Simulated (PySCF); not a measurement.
How the method moves the HOMO and LUMO of `CC(C)F`

Compound: C₃H₇F.
Cartesian coordinates in Å at the PBE0-D3(BJ)/def2-SVP level; atoms count from 1:
```
atom  x, y, z in Å
C1    -1.193   -0.443    0.213
C2    -0.115    0.531   -0.205
C3     1.286   -0.029   -0.105
F4    -0.198    1.652    0.604
H5    -1.027   -0.775    1.249
H6    -1.194   -1.329   -0.440
H7    -2.183    0.032    0.156
H8    -0.305    0.873   -1.239
H9     1.494   -0.355    0.926
H10    1.410   -0.893   -0.774
H11    2.026    0.735   -0.382
```

Basis pcSseg-2 throughout (PySCF), one geometry. Geometry: PBE0-D3(BJ)/def2-SVP; no solvent, vibrations or thermal averaging.

**Question.** How do the orbital energies, the gap and the dipole change with the method?

**Answer.** 
| method | kind | HOMO (eV) | LUMO (eV) | gap (eV) | μ (D) | SCF cycles |
| --- | --- | --- | --- | --- | --- | --- |
| OPBE | GGA | -7.48 | 0.03 | 7.50 | 1.74 | 13 |
| BLYP | GGA | -7.51 | -0.08 | 7.43 | 1.82 | 13 |
| PBE | GGA | -7.54 | -0.05 | 7.49 | 1.80 | 12 |
| B97-D | GGA | -7.60 | 0.08 | 7.68 | 1.81 | 14 |
| LDA | LDA | -7.63 | -0.13 | 7.50 | 1.87 | 12 |
| BP86 | GGA | -7.65 | 0.13 | 7.78 | 1.81 | 14 |
| KT2 | GGA | -7.69 | 0.00 | 7.69 | 1.81 | 14 |
| KT3 | GGA | -7.75 | -0.24 | 7.50 | 1.79 | 14 |
| B97-2 | global hybrid | -8.90 | 0.67 | 9.57 | 1.89 | 12 |
| B3LYP | global hybrid | -8.97 | 0.33 | 9.29 | 1.91 | 12 |
| PBE0 | global hybrid | -9.16 | 0.64 | 9.80 | 1.90 | 12 |
| mPW1PW91 | global hybrid | -9.20 | 0.61 | 9.81 | 1.90 | 12 |
| CAM-B3LYP | range-separated hybrid | -10.67 | 1.27 | 11.94 | 1.97 | 12 |
| BHandHLYP | global hybrid | -10.73 | 1.11 | 11.83 | 2.02 | 12 |
| wB97X-D | range-separated hybrid | -11.09 | 2.33 | 13.43 | 1.92 | 12 |
| LC-wPBE | range-separated hybrid | -11.96 | 2.41 | 14.38 | 1.96 | 12 |
| HF | Hartree–Fock | -13.04 | 2.68 | 15.72 | 2.10 | 9 |

The HOMO spans 5.57 eV, from OPBE down to HF, and the gap runs from 7.43 eV (BLYP) to 15.72 eV (HF). Over the methods OPBE (0 %), BLYP (0 %), PBE (0 %), B97-D (0 %), LDA (0 %), BP86 (0 %), KT2 (0 %), KT3 (0 %), B97-2 (21 %), B3LYP (20 %), PBE0 (25 %), mPW1PW91 (25 %), BHandHLYP (50 %), HF (100 %), a straight line through the gap against the share of exact exchange rises by 0.82 eV for each 10 % (correlation coefficient 0.998). The dipole ranges from 1.74 D (OPBE) to 2.10 D (HF). This basis has no diffuse functions.

Reference dipole: 1.96 D (measured, gas; NIST CCCBDB Release 22 (SRD 101), experimental dipoles); nearest here: LC-wPBE (1.96 D) and CAM-B3LYP (1.97 D). 

The vertical ΔSCF ionisation energy at PBE0/def2-SVPD is 11.60 eV; −ε(HOMO) comes closest to it with LC-wPBE (11.96 eV).
